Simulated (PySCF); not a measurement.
# Mayer bond orders and bond lengths

Methacrylonitrile, C4H5N.
Atom-mapped SMILES: `[CH2:1]=[C:2]([CH3:3])[C:4]#[N:5]` (hydrogens: H6, H7 on C1; H8, H9, H10 on C3)

Geometry (PBE0-D3(BJ)/def2-SVP, Å), atoms numbered from 1 in this order:
```
atom  x, y, z in Å
C1     0.2192    1.5407    0.0301
C2     0.3252    0.2054   -0.0455
C3    -0.8384   -0.7426   -0.0560
C4     1.6315   -0.3910   -0.1231
N5     2.6716   -0.8997   -0.1868
H6     1.1015    2.1834    0.0338
H7    -0.7630    2.0159    0.0898
H8    -1.7865   -0.1922    0.0059
H9    -0.8408   -1.3485   -0.9754
H10   -0.7801   -1.4425    0.7921
```

Bond orders from the PBE0/pcSseg-1 density (PySCF). Geometry: PBE0-D3(BJ)/def2-SVP; no solvent, vibrations or thermal averaging.

Task: Where do the orders between heavy atoms depart from those drawn in the SMILES?

Result: The largest departure is 0.093, at C1–C2 (drawn double, 1.907).

Task: Set the Mayer orders of the bonds beside their lengths.

Result: 
```tsv
bond	drawn as	length (Å)	Mayer order
C1–C2	double	1.342	1.907
C2–C3	single	1.501	1.042
C2–C4	single	1.438	1.009
C4–N5	triple	1.160	3.018
C1–H6	single	1.092	0.943
C1–H7	single	1.093	0.941
C3–H8	single	1.098	0.952
C3–H9	single	1.101	0.945
C3–H10	single	1.101	0.945
```

Bonds between the same two heavy elements. C–C: lowest C2–C4 (1.009, 1.438 Å), highest C1–C2 (1.907, 1.342 Å); in 1 of the 3 pairs the longer bond (by over 0.003 Å) has the higher order (by 0.02 or more).

Task: Sum the orders of all bonds at each heavy atom with more than one neighbour and set the sums beside the valence in the SMILES.

Result: C1 3.791 (drawn 4), C2 3.958 (drawn 4), C3 3.884 (drawn 4), C4 4.027 (drawn 4). Orders between atoms that aren't bonded are not in these sums.

Mayer orders depend on the basis set.
